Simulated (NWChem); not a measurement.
# CAM-B3LYP/LANL2DZ (core potential) run of Si2H6 (disilane)

What is the vertical ionisation energy of Si2H6 (disilane) at CAM-B3LYP/LANL2DZ (core potential)? 

Program for the calculation: NWChem 7.3.0.

## 1. The molecule

The species is Si2H6 (8 atoms), meant as a singlet with charge 0. As SMILES, `[SiH3][SiH3]`. The coordinates come from a PBE0-D4/def2-TZVP relaxation.

Bond lengths: Si1–Si2 2.338 Å, Si1–H3 1.488 Å, Si1–H4 1.488 Å, Si1–H5 1.488 Å, Si2–H6 1.488 Å, Si2–H7 1.488 Å, Si2–H8 1.488 Å. Some angles: Si1–Si2–H6 110.3°, Si1–Si2–H7 110.3°, Si1–Si2–H8 110.3°, Si2–Si1–H3 110.3°, Si2–Si1–H4 110.3°, Si2–Si1–H5 110.3°, H6–Si2–H7 108.7°, H6–Si2–H8 108.7°, H7–Si2–H8 108.7°, H3–Si1–H4 108.7°.

## 2. A single-point energy at CAM-B3LYP/LANL2DZ (core potential)

geom.nw reads:

```
echo
start geom
title "H6Si2 energy"
memory 2200 mb
geometry noautosym nocenter noautoz
   Si      -0.340500       0.490200      -1.004900
   Si       0.363500      -0.504400       0.991000
   H        0.833900       0.948200      -1.794900
   H       -1.112900      -0.483900      -1.821900
   H       -1.208000       1.664100      -0.717900
   H        1.139000       0.468600       1.806300
   H        1.228100      -1.680500       0.704000
   H       -0.811000      -0.959200       1.782600
end
basis spherical bse
   * library LANL2DZ
end
ecp bse
   Si library LANL2DZ
end
dft
   xc xcamb88 1.00 lyp 0.81 vwn_5 0.19 hfexch 1.00
   cam 0.33 cam_alpha 0.19 cam_beta 0.46
   grid fine
   convergence energy 1e-08
   direct
   iterations 100
   mulliken
   noprint "final vectors analysis"
end
task dft energy
```

Command:

```
$ nwchem geom.nw > geom.out
```

Output:

```text
[...]
          Wavefunction type:  closed shell.
          No. of atoms     :     8
          No. of electrons :    14
[...]
          Charge           :     0
          Spin multiplicity:     1
[...]
          AO basis - number of functions:    28
[...]
              XC Information
              --------------
                     Hartree-Fock (Exact) Exchange  1.000
                   CAM-Becke88 Exchange Functional  1.000
                      VWN V Correlation Functional  0.190 local
              Lee-Yang-Parr Correlation Functional  0.810
[...]
 d= 0,ls=0.0,diis     1    -11.2895623750 -3.00D+01  9.06D-03  5.07D-02     0.8
[...]
 d= 0,ls=0.0,diis     6    -11.3019952239 -7.05D-10  5.27D-07  3.78D-11     3.8
         Total DFT energy =      -11.301995223884
      One electron energy =      -51.779305448005
           Coulomb energy =       26.175446426368
    Exchange-Corr. energy =       -4.400994341527
 Nuclear repulsion energy =       18.702858139280
[...]
      Total Density - Mulliken Population Analysis
     ---------------------------------------------
    Atom       Charge   Shell Charges
 -----------   ------   -------------------------------------------------------
    1 Si   4     3.75   0.72  0.63  1.65  0.76
    2 Si   4     3.75   0.72  0.63  1.65  0.76
    3 H    1     1.08   0.49  0.59
    4 H    1     1.08   0.49  0.59
    5 H    1     1.08   0.49  0.59
    6 H    1     1.08   0.49  0.59
    7 H    1     1.08   0.49  0.59
    8 H    1     1.08   0.49  0.59
[...]
```

Run time: 4.5 s. Hardware: 1 thread of Intel Xeon Platinum 8488C (Sapphire Rapids), shared host; peak memory 0.12 GiB.

## 3. The doublet cation

h6si2.nw reads:

```
start h6si2
title "H6Si2 energy"
memory total 2200 mb
charge 1

geometry noautosym nocenter noautoz
   Si      -0.340500       0.490200      -1.004900
   Si       0.363500      -0.504400       0.991000
   H        0.833900       0.948200      -1.794900
   H       -1.112900      -0.483900      -1.821900
   H       -1.208000       1.664100      -0.717900
   H        1.139000       0.468600       1.806300
   H        1.228100      -1.680500       0.704000
   H       -0.811000      -0.959200       1.782600
end

basis spherical bse
   * library LANL2DZ
end

ecp bse
   Si library LANL2DZ
end

dft
   xc xcamb88 1.00 lyp 0.81 vwn_5 0.19 hfexch 1.00
   cam 0.33 cam_alpha 0.19 cam_beta 0.46
   mult 2
   grid fine
   convergence energy 1e-08
   direct
   iterations 100
   mulliken
   noprint "final vectors analysis"
end

task dft
```

Command:

```
$ nwchem h6si2.nw > h6si2.out
```

Output:

```text
[...]
          Wavefunction type:  spin polarized.
          No. of atoms     :     8
          No. of electrons :    13
[...]
          Charge           :     1
          Spin multiplicity:     2
[...]
          AO basis - number of functions:    28
[...]
              XC Information
              --------------
                     Hartree-Fock (Exact) Exchange  1.000
                   CAM-Becke88 Exchange Functional  1.000
                      VWN V Correlation Functional  0.190 local
              Lee-Yang-Parr Correlation Functional  0.810
[...]
 d= 0,ls=0.0,diis     1    -10.8861893751 -2.96D+01  6.07D-03  1.85D-02     0.9
[...]
 d= 0,ls=0.0,diis     7    -10.9012300436 -2.62D-09  8.19D-07  5.28D-11     5.5
[...]
         Total DFT energy =      -10.901230043617
      One electron energy =      -48.412339750836
           Coulomb energy =       22.890910560682
    Exchange-Corr. energy =       -4.082658992743
 Nuclear repulsion energy =       18.702858139280
[...]
      Total Density - Mulliken Population Analysis
     ---------------------------------------------
    Atom       Charge   Shell Charges
 -----------   ------   -------------------------------------------------------
    1 Si   4     3.64   0.75  0.73  1.64  0.52
    2 Si   4     3.64   0.75  0.73  1.64  0.52
    3 H    1     0.95   0.47  0.48
    4 H    1     0.95   0.47  0.48
    5 H    1     0.95   0.47  0.48
    6 H    1     0.95   0.47  0.48
    7 H    1     0.95   0.47  0.48
    8 H    1     0.95   0.47  0.48
[...]
      <S2> =      0.7517 (Exact =     0.7500)
[...]
```

It took 6.3 s on 1 thread of Intel Xeon Platinum 8488C (Sapphire Rapids), shared host; peak memory 0.12 GiB.

## 4. Summary of results

At CAM-B3LYP/LANL2DZ (core potential):

```
                                          quantity         value
                       singlet Si2H6: total energy  -11.30200 Eh
                      singlet Si2H6: dipole moment        0.00 D
                      doublet cation: total energy  -10.90123 Eh
                              doublet cation: ⟨S²⟩         0.752
vertical ionisation energy (to the doublet cation)     10.905 eV
```

In words: The vertical ionisation energy comes to 10.91 eV (251 kcal/mol).
